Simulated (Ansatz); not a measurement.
Single points on BH2(SiH3) (SiBH₅).

```yaml
crystal:
  periodic: [false, false, false]
  atoms:
    - {symbol: B, position_ang: [0.596596, 1.039963, 0.009243]}
    - {symbol: H, position_ang: [1.787463, 1.069746, 0.007570]}
    - {symbol: H, position_ang: [0.023099, 2.081113, -0.069450]}
    - {symbol: Si, position_ang: [-0.405090, -0.702889, 0.048339]}
    - {symbol: H, position_ang: [-1.757265, -0.594832, 0.650305]}
    - {symbol: H, position_ang: [0.331091, -1.794347, 0.733235]}
    - {symbol: H, position_ang: [-0.575883, -1.098755, -1.379241]}
basis:
  gaussian: {orbitals: def2-TZVPD, initial_orbitals: start.molden}
correlation: {method: ccsd_t}
scf: {omitted_lower_state_checks: [starts]}
output: {orbitals: {seedname: orbitals}}
```

The file start.molden holds the orbitals of an earlier run on this structure, at another level or in another basis.

```sh
$ ansatz run in.yaml --threads 4 --pin off --events-out ev --progress --plain --max-ram 3916MiB
```

Output, abridged:

```
Functional definition: HF
876 factors; integrals over basis functions are off by at most 1.1e-3 eV
mean field evaluation 1: about -8612.0352 eV, gradient 1.9e1 eV
mean field evaluation 2: about -8612.4242 eV, gradient 4.9e-1 eV
mean field evaluation 4: about -8612.4299 eV, gradient 2.2e-3 eV
mean field -8612.42985462 eV, -316.5009594426 hartree, gradient 3.2e-6 eV, S^2 0.000000; 0 other end points of the search recorded, 0 dependent functions left out
6 core orbitals not correlated: weight in the atoms' cores, before any rotation towards them, 1.000 or more for the frozen orbitals, at most 0.000 for the correlated occupied ones
reference -8612.42985462 eV, -316.5009594426 hartree; 6, 6 occupied and 113, 113 virtual orbitals, 876 factors
second order -6.00388175 eV of doubles, -0.00000000 eV of singles
cycle   1  -6.91957365 eV  change   -9.2e-1 eV  update   6.9e-2
cycle   2  -7.23666030 eV  change   -3.2e-1 eV  update   2.3e-2
cycle   3  -7.25197072 eV  change   -1.5e-2 eV  update   7.0e-3
cycle   4  -7.24878667 eV  change    3.2e-3 eV  update   2.8e-3
cycle   5  -7.24795784 eV  change    8.3e-4 eV  update   1.0e-3
cycle   6  -7.24793484 eV  change    2.3e-5 eV  update   3.7e-4
cycle   7  -7.24799466 eV  change   -6.0e-5 eV  update   1.2e-4
cycle   8  -7.24801970 eV  change   -2.5e-5 eV  update   4.0e-5
cycle   9  -7.24801428 eV  change    5.4e-6 eV  update   1.2e-5
perturbative correction -0.20338436 eV, -0.0074742375 hartree
Total energy: -8619.88125327 eV, -316.7747932922 hartree
Checks for a lower state left out: starts
```

Run time 1.8 s (4 threads of Arm Neoverse V2 on a shared host), peak host memory 0.57 GiB.

As the first input, with `gaussian: {orbitals: def2-TZVPP, initial_orbitals: start.molden}` (abridged; 2.5 s):

```
Functional definition: HF
mean field -8612.44766058 eV, -316.5016137996 hartree, gradient 4.0e-6 eV, S^2 0.000000
6 core orbitals not correlated: weight in the atoms' cores, before any rotation towards them, 1.000 or more for the frozen orbitals, at most 0.000 for the correlated occupied ones
second order -6.35666964 eV of doubles, -0.00000000 eV of singles
cycle   1  -7.21771806 eV  change   -8.6e-1 eV  update   6.7e-2
cycle   2  -7.52359715 eV  change   -3.1e-1 eV  update   2.3e-2
cycle   3  -7.53889437 eV  change   -1.5e-2 eV  update   6.7e-3
cycle   4  -7.53585765 eV  change    3.0e-3 eV  update   2.7e-3
cycle   5  -7.53501879 eV  change    8.4e-4 eV  update   9.9e-4
cycle   6  -7.53499227 eV  change    2.7e-5 eV  update   3.5e-4
cycle   7  -7.53506151 eV  change   -6.9e-5 eV  update   1.2e-4
cycle   8  -7.53508129 eV  change   -2.0e-5 eV  update   3.7e-5
cycle   9  -7.53507409 eV  change    7.2e-6 eV  update   1.1e-5
perturbative correction -0.21165006 eV, -0.0077779961 hartree
Total energy: -8620.19438472 eV, -316.7863006610 hartree
Checks for a lower state left out: starts
```

As the first input, with `gaussian: {orbitals: def2-TZVP, initial_orbitals: start.molden}`, `hamiltonian: {xc: pbe, dispersion: d4}` and without the key `correlation` (abridged; 0.4 s):

```
Functional definition: PBE
mean field -8628.65005000 eV, -317.0970406284 hartree, gradient 1.1e-5 eV, S^2 0.000000
Total energy: -8628.73614520 eV, -317.1002045687 hartree
Checks for a lower state left out: starts
```

As the first input, with `gaussian: {orbitals: def2-SVP, initial_orbitals: start.molden}`, `hamiltonian: {xc: pbe, dispersion: d4}` and without the key `correlation` (abridged; 0.25 s):

```
Functional definition: PBE
mean field -8625.02981003 eV, -316.9639992634 hartree, gradient 7.4e-5 eV, S^2 0.000000
Total energy: -8625.11589493 eV, -316.9671628250 hartree
Checks for a lower state left out: starts
```

The first input with `gaussian: {orbitals: def2-TZVP, initial_orbitals: start.molden}`, `hamiltonian: {xc: {name: BLYP}, dispersion: d4}` and without the key `correlation` (abridged; 0.5 s):

```
Functional definition: BLYP
mean field -8633.64526622 eV, -317.2806114387 hartree, gradient 8.4e-6 eV, S^2 0.000000
Total energy: -8633.83864537 eV, -317.2877179913 hartree
Checks for a lower state left out: starts
```

The first input with `gaussian: {orbitals: def2-TZVP, initial_orbitals: start.molden}`, `hamiltonian: {xc: pbe}`, `correlation: {method: rpa}` and without the key `output` (abridged; 0.65 s):

```
Functional definition: PBE
mean field -8628.65002646 eV, -317.0970397633 hartree, gradient 1.1e-6 eV, S^2 0.000000
6 core orbitals not correlated: weight in the atoms' cores, before any rotation towards them, 1.000 or more for the frozen orbitals, at most 0.000 for the correlated occupied ones
Total energy: -8624.23471234 eV, -316.9347799622 hartree
Checks for a lower state left out: starts
```

The first input with `gaussian: {orbitals: def2-TZVP, initial_orbitals: start.molden}`, `hamiltonian: {xc: {name: CAM-B3LYP}, dispersion: d4}` and without the key `correlation` (abridged; 0.5 s):

```
Functional definition: CAM-B3LYP
mean field -8633.98997510 eV, -317.2932792563 hartree, gradient 5.7e-5 eV, S^2 0.000000
Total energy: -8634.06228238 eV, -317.2959364999 hartree
Checks for a lower state left out: starts
```

Geometry: B3LYP-D4/def2-TZVP.

Correlated methods freeze 6 core orbitals.
